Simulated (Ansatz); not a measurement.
**SrCo2As2: experiment and calculation**

**The experiment to reproduce.**

“KCo2As2: A New Portal for the Physics of High-Purity Metals”, 2022, arxiv:2201.10325 quotes, for a bulk crystal of SrCo2As2: lattice constant a 3.9466 ± 0.0002 Å.

“Crystallographic, Electronic, Thermal and Magnetic Properties of Single-Crystal SrCo2As2”, 2013, arxiv:1306.5222 reports, for a powder of SrCo2As2 at 300 K: lattice constant c 11.773 ± 0.001 Å.

The results are compared with them further down.

All numbers below come from Ansatz 0.2.0, DFT PBEsol, scalar-relativistic, plane waves, PAW.

Settings: cutoff 420 eV, Γ-centred mesh 12×12×12 on the computed 5-atom cell, Gaussian smearing of 0.10 eV; collinear spin from starting moments 0 0.48 0.48 0 0 μB.

Relaxed structure, symmetry kept:

```
CELL_PARAMETERS angstrom
-1.94791 1.94791 5.74342
1.94791 -1.94791 5.74342
1.94791 1.94791 -5.74342
ATOMIC_POSITIONS crystal
Sr 0.00000 0.00000 0.00000
Co 0.75000 0.25000 0.50000
Co 0.25000 0.75000 0.50000
As 0.35592 0.35592 0.00000
As 0.64408 0.64408 0.00000
```

* Space group: I4/mmm (No. 139)
* Volume per atom: 17.43 Å³
* Formation energy from the elements' standard states (uncorrected): -0.648 eV/atom
* Kohn–Sham band gap: none (metal)
* Density of states at the Fermi level: 3.30 states/eV per cell
* Löwdin character within 0.5 eV of the Fermi level: Co 3d 61 %, As 4p 24 %, unprojected 10 %
* Bader charges (e): Sr (1 in the cell) 1.32, Co (2 in the cell) -0.01, As (2 in the cell) -0.65
* Total moment: 0.89 μB per cell
* Site moments (μB; atoms counted from 1 over the whole cell): Co (atom 2) 0.43, Co (atom 3) 0.43

Only this magnetic start was tried.

Against the measured lattice constant a of SrCo2As2, 3.9466 Å (quoted in the paper above), the calculated 3.896 Å is off by -1.3 %. 2 values of this kind are on record (3.9466 to 3.955 Å); this one was drawn at random, those with a stated uncertainty first. Against the measured lattice constant c of SrCo2As2, 11.773 Å (300 K; powder; the paper above), the calculated 11.487 Å is off by -2.4 %. 3 values of this kind are on record (11.773 to 11.801 Å); this one was drawn at random among those near their median, those with a stated uncertainty first. The calculation is for 0 K without zero-point motion.